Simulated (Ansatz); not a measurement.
```yaml
crystal:
  periodic: [false, false, false]
  atoms:
    - {symbol: N, position_ang: [-1.105729, -0.005787, 0.004940]}
    - {symbol: Mg, position_ang: [0.779120, 0.004078, -0.003481]}
    - {symbol: H, position_ang: [-1.715135, 0.805740, 0.005091]}
    - {symbol: H, position_ang: [-1.706585, -0.823648, 0.010195]}
basis:
  gaussian: {orbitals: def2-TZVP}
magnetization: {spin_polarized: true, initial_magnetization: 1}
hamiltonian: {xc: pbe0}
relax: {f_tol: 0.004, max_steps: 80}
```

```sh
$ ansatz run in.yaml --threads 1 --pin off --events-out ev --progress --plain --max-ram 2176MiB
```

Steps of the relaxation (energy above the last step; positions in Å, forces in eV/Å):

```
4
step 1, 2.4 meV
N    -1.106   -0.006    0.005   -0.478   -0.003    0.002
Mg    0.779    0.004   -0.003    0.209    0.001   -0.001
H    -1.715    0.806    0.005    0.136   -0.140    0.000
H    -1.707   -0.824    0.010    0.134    0.141   -0.001
```

```
4
step 2, 0.5 meV
N    -1.109   -0.006    0.005   -0.205   -0.001    0.001
Mg    0.782    0.004   -0.003    0.103    0.001    0.000
H    -1.715    0.804    0.005    0.051   -0.026    0.000
H    -1.707   -0.822    0.010    0.051    0.026    0.000
```

```
4
step 3, 0.0 meV
N    -1.112   -0.006    0.005   -0.016    0.000    0.000
Mg    0.786    0.004   -0.004   -0.002    0.000    0.000
H    -1.715    0.804    0.005    0.009    0.009    0.000
H    -1.707   -0.822    0.010    0.009   -0.009    0.000
```

```
4
step 5, 0.0 meV
N    -1.113   -0.006    0.005    0.030    0.000    0.000
Mg    0.785    0.004   -0.004   -0.003    0.000    0.000
H    -1.715    0.805    0.005   -0.013    0.009    0.000
H    -1.706   -0.823    0.010   -0.013   -0.009    0.000
```

```
4
step 6, 0.0 meV
N    -1.113   -0.006    0.005    0.000    0.000    0.000
Mg    0.786    0.004   -0.004    0.000    0.000    0.000
H    -1.715    0.805    0.005    0.000    0.001    0.000
H    -1.706   -0.823    0.010    0.000   -0.001    0.000
```

Close pairs at the end: N1–H3 1.010 Å, N1–H4 1.010 Å, N1–Mg2 1.898 Å.

A stationary point of unrestricted PBE0 after 6 steps, with ⟨S²⟩ = 0.751 against 0.75 for a pure state; no frequencies were run, so it isn't proven a minimum. 7 s on 1 thread of AMD EPYC 9R45, shared host.
